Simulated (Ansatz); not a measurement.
# Stretch profile

CH8Si2 (SMILES C[SiH2][SiH3]), closed shell, at its PBE0-D4/def2-TZVP minimum:

C1  (-1.023, 0.979, -0.996)
Si2  (-0.494, 0.255, 0.653)
Si3  (1.372, -1.138, 0.422)
H4  (-1.285, 0.187, -1.701)
H5  (-0.218, 1.571, -1.435)
H6  (-1.894, 1.627, -0.872)
H7  (-0.159, 1.348, 1.610)
H8  (-1.609, -0.534, 1.249)
H9  (1.783, -1.706, 1.735)
H10  (2.523, -0.379, -0.142)
H11  (1.069, -2.267, -0.502)
(Å)

The bond length Si3–H9 (1.488 Å at the minimum) is set to the values below, with the rest relaxed at PBE0-D4/def2-TZVP at each step. Each method's energies count from its own value at the PBE0-D4 minimum structure. Ansatz 0.2.0; basis: def2-TZVPP; cores frozen in the correlated methods. B3LYP uses VWN-RPA correlation.

```json
{"bond length (Å)": "1.310", "CCSD(T) (eV)": "0.351", "wB97M-V (eV)": "0.334", "MP2 (eV)": "0.338", "r2SCAN-D4 (eV)": "0.358", "B3LYP-D4 (eV)": "0.344"}
{"bond length (Å)": "1.362", "CCSD(T) (eV)": "0.158", "wB97M-V (eV)": "0.147", "MP2 (eV)": "0.148", "r2SCAN-D4 (eV)": "0.164", "B3LYP-D4 (eV)": "0.155"}
{"bond length (Å)": "1.437", "CCSD(T) (eV)": "0.020", "wB97M-V (eV)": "0.016", "MP2 (eV)": "0.016", "r2SCAN-D4 (eV)": "0.023", "B3LYP-D4 (eV)": "0.020"}
{"bond length (Å)": "1.526", "CCSD(T) (eV)": "0.015", "wB97M-V (eV)": "0.018", "MP2 (eV)": "0.019", "r2SCAN-D4 (eV)": "0.013", "B3LYP-D4 (eV)": "0.015"}
{"bond length (Å)": "1.624", "CCSD(T) (eV)": "0.143", "wB97M-V (eV)": "0.153", "MP2 (eV)": "0.159", "r2SCAN-D4 (eV)": "0.135", "B3LYP-D4 (eV)": "0.140"}
{"bond length (Å)": "1.730", "CCSD(T) (eV)": "0.382", "wB97M-V (eV)": "0.400", "MP2 (eV)": "0.414", "r2SCAN-D4 (eV)": "0.366", "B3LYP-D4 (eV)": "0.370"}
{"bond length (Å)": "1.842", "CCSD(T) (eV)": "0.697", "wB97M-V (eV)": "0.725", "MP2 (eV)": "0.752", "r2SCAN-D4 (eV)": "0.671", "B3LYP-D4 (eV)": "0.655"}
{"bond length (Å)": "1.960", "CCSD(T) (eV)": "1.061", "wB97M-V (eV)": "1.103", "MP2 (eV)": "1.144", "r2SCAN-D4 (eV)": "1.031", "B3LYP-D4 (eV)": "1.004"}
{"bond length (Å)": "2.084", "CCSD(T) (eV)": "1.449", "wB97M-V (eV)": "1.513", "MP2 (eV)": "1.570", "r2SCAN-D4 (eV)": "1.422", "B3LYP-D4 (eV)": "1.393"}
```

Minimum and curvature along this coordinate at CCSD(T): A fifth-order fit through the nearest points gives 1.483 Å, with a curvature of about 18 eV/Å².

Largest difference from the CCSD(T) curve over the scan: PBE-D4 0.153; PBE0-D4 0.036; HF 0.167 eV. Each curve counts from its own value at the minimum.

No T1 diagnostic of these runs exceeds 0.015.

For scale, one of the runs: CCSD(T)/def2-TZVPP, 227 basis functions (an equivalent command: `ansatz run in.yaml --threads 4`). Hardware: 4 CPU threads, shared host. Wall time 35 s; peak host memory 3.5 GiB.
